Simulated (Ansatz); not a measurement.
# H2O− (doublet): from Hartree-Fock to the top rungs at angle H2–O1–H3 = 156.2°, aug-cc-pVDZ

Aim: climb from Hartree-Fock through coupled cluster and multireference methods for H2O− (doublet) at one geometry and basis, and see what each rung misses.

Program: Ansatz 0.2.0, Gaussian basis. Level of theory: aug-cc-pVDZ, core rule «outside noble gas», up to 1 orbitals frozen. These are calculated values, not measurements.

Plan: UHF; CCSD(T) on ROHF; CCSD(T) on UHF; BCCD(T) on ROHF; CISD; CCSDT(Q) on ROHF; CCSDT(Q) on UHF; CASSCF and MRCISD+Q, 3 electrons in 3 orbitals; CASSCF and NEVPT2, 3 electrons in 3 orbitals; CASSCF and MRCISD+Q, 9 electrons in 6 orbitals; CASSCF and NEVPT2, 9 electrons in 6 orbitals.

10 further runs of the same task are left out: 1 for a mislabelled method, 8 that didn't finish, 1 set aside as unsound or not needed.

### 1 The system

The geometry derives from a PBE0/def2-TZVPD stationary point (not a proven minimum). One angle is set to the value named; bond lengths are kept.

3 atoms, charge -1, spin multiplicity 2.

Atoms are counted from 1 here; the program's logs count them from 0.

Bond lengths: O1–H2 0.977 Å, O1–H3 0.977 Å. Angles: H2–O1–H3 156.2°.

### 2 UHF

in.yaml

```yaml
crystal:
  periodic: [false, false, false]
  atoms:
    - {symbol: O, position_ang: [0.000000, -0.022550, 0.000000]}
    - {symbol: H, position_ang: [0.000000, 0.178970, 0.956278]}
    - {symbol: H, position_ang: [0.000000, 0.178970, -0.956278]}
basis:
  gaussian: {orbitals: aug-cc-pVDZ}
total_charge: -1
magnetization: {spin_polarized: true, initial_magnetization: 1}
hamiltonian: {xc: hf}
output: {orbitals: {seedname: orbitals}}
```

On the command line:

```sh
ansatz run in.yaml --threads 1 --pin off --events-out ev --progress --plain --max-ram 2393MiB
```

Further steps of the session: CCSD(T) on ROHF; CCSD(T) on UHF; BCCD(T) on ROHF; CISD; CCSDT(Q) on ROHF; CCSDT(Q) on UHF; CASSCF and MRCISD+Q, 3 electrons in 3 orbitals; CASSCF and NEVPT2, 3 electrons in 3 orbitals; CASSCF and MRCISD+Q, 9 electrons in 6 orbitals; CASSCF and NEVPT2, 9 electrons in 6 orbitals.

**Question.** What will the summary of the whole plan be? Wanted: UCCSDT(Q) below the RHF energy; RMP2 from UCCSDT(Q); UMP2 from UCCSDT(Q); RCCSD from UCCSDT(Q); RCCSD(T) from UCCSDT(Q); UCCSD(T) from UCCSDT(Q); RCCSDT(Q) from UCCSDT(Q); NEVPT2 pair from UCCSDT(Q); MRCISD+Q pair from UCCSDT(Q).

The runs gave:

| quantity | value |
| --- | --- |
| UCCSDT(Q) below the RHF energy | -6.6420 eV |
| RMP2 from UCCSDT(Q) | +37.5 kJ/mol |
| UMP2 from UCCSDT(Q) | +37.2 kJ/mol |
| RCCSD from UCCSDT(Q) | +19.3 kJ/mol |
| RCCSD(T) from UCCSDT(Q) | +2.3 kJ/mol |
| UCCSD(T) from UCCSDT(Q) | +2.3 kJ/mol |
| RCCSDT(Q) from UCCSDT(Q) | +0.1 kJ/mol |
| NEVPT2 pair from UCCSDT(Q) | +44.0 kJ/mol |
| MRCISD+Q pair from UCCSDT(Q) | +10.4 kJ/mol |
| NEVPT2 valence from UCCSDT(Q) | +96.2 kJ/mol |
| levels within 1 kcal/mol (43 meV) | RCCSD(T), UCCSD(T), BCCD(T), RCCSDT, UCCSDT, RCCSDT(Q) |
| T1 diagnostic | 0.023 |
| effectively unpaired electrons | 1.00 |

In words: RCCSD(T) lands +2.3 kJ/mol from the yardstick (0.4 % of the correlation energy). One determinant dominates. Of the multireference levels listed MRCISD+Q valence comes nearest in total energy (+7.5 kJ/mol), which doesn't show that its space is the better one. These misses are within one basis, not against nature; the frozen cores of restricted and unrestricted runs differ, which can shift their rows. The highest orbital lies above zero: the basis alone holds the extra electron.
